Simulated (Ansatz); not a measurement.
We consider SnCl2 (Pnma, No. 62), described by r²SCAN-D4 in Ansatz (PAW).

Run with plane-wave cutoff 500 eV, 6×10×4 k mesh (along the axes of the cell as run), gaussian smearing 0.02 eV, scalar-relativistic PAW data made under PBE.

Cell (relaxed at this level):

Space group Pnma (No. 62); a = 7.943 Å, b = 4.305 Å, c = 9.437 Å, α = β = γ = 90.00°

```json
[
 {"atom": "Sn", "site": "4c", "symmetry": ".m.", "x": "0.2293", "y": "0.2500", "z": "0.4342"},
 {"atom": "Cl", "site": "4c", "symmetry": ".m.", "x": "0.0224", "y": "0.2500", "z": "0.6500"},
 {"atom": "Cl", "site": "4c", "symmetry": ".m.", "x": "0.1437", "y": "0.2500", "z": "0.0789"}
]
```

Q: Predict the band gap.

A: 
band gap: 3.41 eV (on the SCF k mesh)

Spin–orbit coupling is not included.

Static lattice: no zero-point or thermal effects.

It cost around 22 core-minutes (rough) of CPU time.

Ansatz is a quantum-chemistry and plane-wave program.
